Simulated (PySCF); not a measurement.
Indirect couplings

Geometry:
```json
{"atom": "C1", "x (Å)": "2.338", "y (Å)": "-0.273", "z (Å)": "-0.019"}
{"atom": "N2", "x (Å)": "1.205", "y (Å)": "0.564", "z (Å)": "-0.356"}
{"atom": "C3", "x (Å)": "0.008", "y (Å)": "0.216", "z (Å)": "0.374"}
{"atom": "C4", "x (Å)": "-1.223", "y (Å)": "1.072", "z (Å)": "0.039"}
{"atom": "C5", "x (Å)": "-2.040", "y (Å)": "-0.211", "z (Å)": "-0.175"}
{"atom": "C6", "x (Å)": "-0.738", "y (Å)": "-1.025", "z (Å)": "-0.156"}
{"atom": "H7", "x (Å)": "3.201", "y (Å)": "0.044", "z (Å)": "-0.603"}
{"atom": "H8", "x (Å)": "2.099", "y (Å)": "-1.303", "z (Å)": "-0.281"}
{"atom": "H9", "x (Å)": "2.601", "y (Å)": "-0.243", "z (Å)": "1.050"}
{"atom": "H10", "x (Å)": "1.432", "y (Å)": "1.539", "z (Å)": "-0.183"}
{"atom": "H11", "x (Å)": "0.184", "y (Å)": "0.150", "z (Å)": "1.463"}
{"atom": "H12", "x (Å)": "-1.570", "y (Å)": "1.746", "z (Å)": "0.820"}
{"atom": "H13", "x (Å)": "-1.074", "y (Å)": "1.630", "z (Å)": "-0.882"}
{"atom": "H14", "x (Å)": "-2.691", "y (Å)": "-0.439", "z (Å)": "0.666"}
{"atom": "H15", "x (Å)": "-2.619", "y (Å)": "-0.258", "z (Å)": "-1.094"}
{"atom": "H16", "x (Å)": "-0.726", "y (Å)": "-1.906", "z (Å)": "0.481"}
{"atom": "H17", "x (Å)": "-0.395", "y (Å)": "-1.289", "z (Å)": "-1.153"}
```

Method: B3LYP/pcJ-1 (spin–dipole term only in couplings to heteroatoms)//GFN2-xTB, PySCF 2.14.0 with density-fitted response routines; isolated molecule, single conformer, non-relativistic. Couplings are averaged over pairs made equivalent by symmetry, fast rotation or ring inversion, so a value needn't be that of the named pair in this geometry, while other rotamers aren't included; one pair stands for each set, and the list holds a selection of those of at least 0.8 Hz over up to four bonds.

Isotopes: ¹³C, ¹H, ¹⁵N.

```
    pair  bonds  J (Hz)
  C1, N2      1    -3.8
  C1, H7      1   137.4
  N2, C3      1       ?
 N2, H10      1       ?
  C3, C4      1       ?
 C3, H11      1   140.0
  C4, C5      1    29.0
 C4, H12      1       ?
 C4, H13      1       ?
 C5, H14      1   138.3
 C5, H15      1   142.2
  N2, H7      2       ?
  C4, C6      2    -7.9
 C4, H15      2    -3.1
  H7, H8      2   -11.8
  N2, C5      3       ?
 N2, H12      3    -1.3
  C3, H7      3     6.0
 C3, H15      3     9.7
 C4, H10      3     6.8
H11, H13      3       ?
H12, H14      3    10.9
H12, H15      3     3.2
H13, H14      3    10.2
H11, H15      4    -1.3
H12, H16      4     2.8
```

Q: Estimate the withheld couplings, with signs.

A: 
- ¹J(N2,C3) = -3.8 Hz (bond length 1.445 Å)
- ¹J(N2,H10) = -68.0 Hz (bond length 1.017 Å)
- ¹J(C3,C4) = 31.8 Hz (bond length 1.537 Å)
- ¹J(C4,H12) = 139.2 Hz (bond length 1.088 Å, sp3 carbon)
- ¹J(C4,H13) = 139.9 Hz (bond length 1.087 Å, sp3 carbon)
- ²J(N2,H7) = -1.4 Hz (mean over equivalent pairs that range from -2.1 to 0.1 Hz in this conformer)
- ³J(N2,C5) = -2.5 Hz
- ³J(H11,H13) = 7.2 Hz (dihedral angle 145°)
